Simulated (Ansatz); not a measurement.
# Band table of CoO

```
Co O
1.0
     0.00000    2.12378    2.12378
     2.12378    0.00000    2.12378
     2.12378    2.12378    0.00000
Co O
1 1
Direct
  0.00000 0.00000 0.00000
  0.50000 0.50000 0.50000
```

Atom numbers follow the list: Co1, O2.

The cell was built from the rocksalt type and relaxed in the same program, and has space group Fm-3m; it needn't be a known or the stable phase.

Semilocal functionals without U often leave such compounds metallic or with too small a gap, and the real magnetic order may differ.

The magnetic state is the one reached from the start moments; no search over orders was made, so it needn't be the ground state.

Computed with DFT, PBE, all-electron LAPW, scalar-relativistic (Ansatz 0.2.0).

Sampling and basis: a Γ-centred 13×13×13 k mesh, Fermi–Dirac smearing of 0.08 eV, basis error target 0.25 meV/atom, spin-polarised from start moments Co1 2 μB, ending with a cell moment of 2.87 μB.

Path points, in fractions of the reciprocal vectors: Γ (0.000, 0.000, 0.000), X (0.500, 0.000, 0.500), U (0.625, 0.250, 0.625), K (0.375, 0.375, 0.750), L (0.500, 0.500, 0.500), W (0.500, 0.250, 0.750). Levels in eV from the Fermi level, spin up; bands 6 to 16, counted from the lowest band of the run. The gap is zero.

```
# k(1/Å) point b6 b7 b8 b9 b10 b11 b12 b13 b14 b15 b16
0.000 Γ -20.31 -3.27 -3.27 -3.20 -3.20 -3.20 -3.05 -3.05 -3.05 0.98 16.77
0.185 - -20.26 -4.24 -3.53 -3.53 -3.26 -3.08 -2.70 -2.70 -2.49 1.38 15.78
0.370 - -20.10 -5.27 -3.88 -3.88 -3.22 -3.18 -2.33 -2.33 -2.07 2.39 14.60
0.555 - -19.87 -6.13 -4.15 -4.15 -3.33 -3.16 -2.05 -2.05 -1.85 3.64 13.63
0.740 - -19.62 -6.74 -4.33 -4.33 -3.50 -3.10 -1.89 -1.89 -1.78 4.82 12.59
0.925 - -19.38 -7.05 -4.42 -4.42 -3.67 -3.03 -1.86 -1.86 -1.83 5.66 10.97
1.109 - -19.19 -7.09 -4.44 -4.44 -3.81 -2.97 -2.03 -1.91 -1.91 5.98 10.10
1.294 - -19.08 -6.98 -4.43 -4.43 -3.90 -2.93 -2.28 -1.98 -1.98 5.92 9.84
1.479 X -19.04 -6.91 -4.42 -4.42 -3.93 -2.92 -2.40 -2.02 -2.02 5.85 9.81
1.545 - -19.04 -6.90 -4.52 -4.46 -3.85 -2.87 -2.39 -2.02 -2.01 5.88 9.81
1.610 - -19.04 -6.89 -4.74 -4.57 -3.70 -2.73 -2.36 -2.02 -2.01 5.97 9.81
1.675 - -19.03 -6.86 -5.01 -4.71 -3.55 -2.54 -2.31 -2.03 -1.99 6.12 9.80
1.741 - -19.01 -6.83 -5.29 -4.87 -3.41 -2.31 -2.25 -2.05 -1.98 6.31 9.80
1.806 - -19.00 -6.79 -5.58 -5.04 -3.28 -2.19 -2.07 -2.06 -1.96 6.55 9.79
1.871 - -18.99 -6.73 -5.87 -5.20 -3.15 -2.14 -2.09 -1.94 -1.81 6.82 9.79
1.937 - -18.97 -6.67 -6.15 -5.35 -3.03 -2.11 -2.08 -1.91 -1.55 7.11 9.79
2.002 U -18.96 -6.60 -6.41 -5.49 -2.93 -2.14 -2.03 -1.89 -1.29 7.43 9.69
2.115 - -18.96 -6.62 -6.45 -5.58 -2.85 -2.16 -2.02 -1.88 -1.18 7.64 9.44
2.229 - -18.95 -6.72 -6.37 -5.70 -2.75 -2.20 -2.00 -1.87 -1.10 7.92 9.22
2.342 - -18.95 -6.79 -6.27 -5.83 -2.65 -2.26 -1.97 -1.88 -1.07 8.19 9.03
2.455 - -18.95 -6.82 -6.21 -5.89 -2.60 -2.30 -1.95 -1.89 -1.06 8.32 8.95
2.568 - -18.95 -6.79 -6.27 -5.83 -2.65 -2.26 -1.97 -1.88 -1.07 8.19 9.03
2.682 - -18.95 -6.72 -6.37 -5.70 -2.75 -2.20 -2.00 -1.87 -1.10 7.92 9.22
2.795 - -18.96 -6.62 -6.45 -5.58 -2.85 -2.16 -2.02 -1.88 -1.18 7.64 9.44
2.908 K -18.96 -6.60 -6.41 -5.49 -2.93 -2.14 -2.03 -1.89 -1.29 7.43 9.69
3.104 - -18.97 -7.04 -6.33 -5.80 -2.67 -2.25 -1.90 -1.82 -0.60 8.39 8.52
3.300 - -19.06 -7.35 -5.98 -5.95 -2.57 -2.39 -1.80 -1.78 -0.13 7.21 9.60
3.496 - -19.25 -7.27 -5.91 -5.56 -2.60 -2.54 -1.80 -1.79 0.01 5.99 10.62
3.693 - -19.52 -6.80 -5.70 -5.09 -2.71 -2.69 -1.92 -1.91 -0.22 4.80 11.41
3.889 - -19.81 -6.03 -5.30 -4.59 -2.85 -2.83 -2.14 -2.10 -0.77 3.59 12.52
4.085 - -20.07 -5.04 -4.74 -4.08 -3.00 -2.95 -2.39 -2.37 -1.52 2.41 13.94
4.281 - -20.25 -4.04 -4.02 -3.59 -3.12 -3.02 -2.71 -2.68 -2.37 1.41 15.56
4.477 Γ -20.31 -3.27 -3.27 -3.20 -3.20 -3.20 -3.05 -3.05 -3.05 0.98 16.77
4.637 - -20.27 -3.81 -3.81 -3.71 -3.05 -3.05 -2.81 -2.61 -2.61 1.27 15.82
4.797 - -20.15 -4.52 -4.36 -4.36 -2.97 -2.97 -2.64 -2.02 -2.02 1.98 14.33
4.957 - -19.96 -5.42 -4.85 -4.85 -2.85 -2.85 -2.49 -1.46 -1.46 2.84 12.86
5.118 - -19.73 -6.31 -5.28 -5.28 -2.71 -2.71 -2.32 -0.94 -0.94 3.67 11.54
5.278 - -19.48 -7.09 -5.62 -5.62 -2.56 -2.56 -2.13 -0.50 -0.50 4.36 10.49
5.438 - -19.26 -7.71 -5.87 -5.87 -2.43 -2.43 -1.95 -0.17 -0.17 4.79 9.80
5.598 - -19.10 -8.11 -6.03 -6.03 -2.34 -2.34 -1.81 0.05 0.05 4.98 9.46
5.758 L -19.05 -8.25 -6.08 -6.08 -2.31 -2.31 -1.76 0.12 0.12 5.01 9.37
5.889 - -19.04 -8.20 -6.08 -6.06 -2.33 -2.31 -1.77 0.00 0.08 5.20 9.33
6.020 - -19.03 -8.06 -6.10 -6.02 -2.39 -2.30 -1.80 -0.33 -0.04 5.70 9.21
6.150 - -19.01 -7.83 -6.12 -5.97 -2.46 -2.30 -1.84 -0.74 -0.23 6.40 9.03
6.281 - -18.99 -7.53 -6.15 -5.91 -2.54 -2.30 -1.88 -1.17 -0.49 7.22 8.80
6.412 - -18.97 -7.18 -6.18 -5.87 -2.59 -2.30 -1.91 -1.56 -0.78 8.09 8.55
6.543 - -18.95 -6.82 -6.21 -5.89 -2.60 -2.30 -1.95 -1.89 -1.06 8.32 8.95
6.673 - -18.94 -6.48 -6.23 -5.98 -2.57 -2.28 -2.14 -1.99 -1.27 8.16 9.67
6.804 W -18.93 -6.24 -6.24 -6.13 -2.53 -2.26 -2.26 -2.01 -1.34 8.10 9.99
6.897 - -18.94 -6.40 -6.09 -6.06 -2.53 -2.39 -2.16 -2.01 -1.38 7.97 9.90
6.989 - -18.95 -6.54 -5.96 -5.85 -2.56 -2.53 -2.09 -2.02 -1.47 7.63 9.84
7.081 - -18.97 -6.66 -5.75 -5.62 -2.76 -2.54 -2.05 -2.02 -1.62 7.19 9.80
7.174 - -18.99 -6.75 -5.48 -5.37 -3.00 -2.55 -2.03 -2.02 -1.82 6.76 9.79
7.266 - -19.01 -6.82 -5.16 -5.10 -3.25 -2.59 -2.06 -2.02 -2.02 6.38 9.80
7.359 - -19.03 -6.87 -4.83 -4.83 -3.52 -2.67 -2.27 -2.02 -2.01 6.09 9.80
7.451 - -19.04 -6.90 -4.57 -4.54 -3.78 -2.83 -2.37 -2.02 -2.01 5.91 9.81
7.544 X -19.04 -6.91 -4.42 -4.42 -3.93 -2.92 -2.40 -2.02 -2.02 5.85 9.81
```
